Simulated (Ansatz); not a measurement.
# OSi2: the cost of one run

Program: Ansatz 0.2.0, Gaussian basis. Level of theory: def2-QZVPP, all electrons in the functionals, frozen cores in the correlation of double hybrids and RPA. These are calculated values, not measurements.

Plan: wB97M-V, B2PLYP, at charge 0, triplet; charge 0, singlet; charge 0, quintet; charge 1, doublet; charge 1, quartet.

2 further runs of the same task are left out: 2 set aside as unsound or not needed.

## (1) What is computed

The geometry is a PBE0/def2-TZVP stationary point (not a proven minimum).

3 atoms, charge 0, spin multiplicity 3.

Atoms are counted from 1 here; the program's logs count them from 0.

Bond lengths: Si1–O2 1.638 Å, O2–Si3 1.638 Å. Angles: Si1–O2–Si3 180.0°.

Geometry (Å):

```
Si    0.0000    0.0000    1.6381
O     0.0000    0.0000    0.0000
Si    0.0000    0.0000   -1.6381
```

No dispersion term is added; wB97M-V holds VV10 nonlocal correlation.

The geometry shown and the zero of energy belong to the point charge 0, triplet. The yardstick, UCCSD(T), and other wave-function levels (R restricted, U unrestricted, valence and pair active spaces) come from earlier runs.

## (2) wB97M-V, charge 0, triplet

Input file in.yaml:

```yaml
crystal:
  periodic: [false, false, false]
  atoms:
    - {symbol: Si, position_ang: [0.000000, 0.000000, 1.638100]}
    - {symbol: O, position_ang: [0.000000, 0.000000, 0.000000]}
    - {symbol: Si, position_ang: [0.000000, 0.000000, -1.638100]}
basis:
  gaussian: {orbitals: "def2-QZVPP.json"}
magnetization: {spin_polarized: true, initial_magnetization: 2}
hamiltonian: {xc: {name: wB97M-V}}
output: {orbitals: {seedname: orbitals}}
```

On the command line:

```
$ ansatz run in.yaml --threads 1 --pin off --events-out ev --progress --plain --max-ram 2393MiB
```

**Question.** How long does this run take on 1 thread of Arm Neoverse V1, shared host, and how much memory does it need?

About 2 min, with a peak of 0.81 GiB.
